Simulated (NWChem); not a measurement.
**A calculation on ammonia (H3N)**

SMILES: N
```xyz
4

N      0.0016     0.1283     0.0000
H     -0.4728    -0.2934     0.8124
H     -0.4728    -0.2934    -0.8124
H      0.9343    -0.3110     0.0000
```
Charge 0, spin multiplicity 1.

Program: NWChem. All single points use one geometry, from PBE/def2-SVP, a minimum by its harmonic frequencies.

Symmetry labels belong to the abelian group Cs used in the runs, with the axes of the coordinates shown; states degenerate in a higher group split over its labels.

Q: List the lowest 6 singlet excitations that CIS/def2-SVPD gives, with oscillator strengths.

A: 
```
state  symmetry  energy (eV)  wavelength (nm)      f
-----  --------  -----------  ---------------  -----
1            a'         8.31              149  0.098
2            a"        10.31              120  0.032
3            a'        10.31              120  0.032
4            a"        12.32              101  0.000
5            a'        12.32              101  0.000
6            a'        12.66               98  0.000
```
